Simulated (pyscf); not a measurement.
F–GeH₃ + hydrogen fluoride (HF) → F–GeH₃ + hydrogen fluoride (HF) (four-centre exchange; singlet surface; F–Ge, F–H broken, F–Ge, F–H formed). Optimised with ωB97X-D3(BJ)/def2-SVP in PySCF. Correlated levels are frozen-core, on RHF or UHF. ΔMP2 is the change of the MP2 total energy from the triple- to the quadruple-zeta basis. Energies in kcal/mol from the separated reactants.

| level | barrier | reaction energy |
|---|---|---|
| ωB97X-D3(BJ)/def2-TZVP | 17.6 | 0.0 |
| PBE0-D3(BJ)/def2-TZVP | 16.1 | 0.0 |
| ωB97M-D3(BJ)/def2-TZVP | 17.3 | 0.0 |
| HF/def2-TZVP | 32.6 | 0.0 |
| MP2/def2-QZVPP | 20.1 | 0.0 |
| CCSD/def2-TZVPP | … | 0.0 |
| CCSD(T)/def2-TZVPP + ΔMP2(QZVPP) | … | 0.0 |

Question: Fill in the missing entries.

Answer: 
- CCSD/def2-TZVPP, barrier: 22.1
- CCSD(T)/def2-TZVPP + ΔMP2(QZVPP), barrier: 20.6

On the reactant side the descent ends in a complex, 7.0 kcal/mol under the separated species and 24.6 kcal/mol under the saddle at ωB97X-D3(BJ)/def2-TZVP. On the product side the descent ends in a complex, 7.0 kcal/mol under the separated species and 24.6 kcal/mol under the saddle at ωB97X-D3(BJ)/def2-TZVP. One saddle was located; it need not be the lowest between these sides. The CCSD(T) − MP2 part came from Ansatz, without density fitting, on the same reference. The frozen core leaves the outer d or s,p core shells of the metals and heavy elements correlated in the MP2 and CC values, and def2-TZVPP describes them poorly, which can shift differences by a few kcal/mol. Elements up to Kr have no core potential and no relativistic terms here.
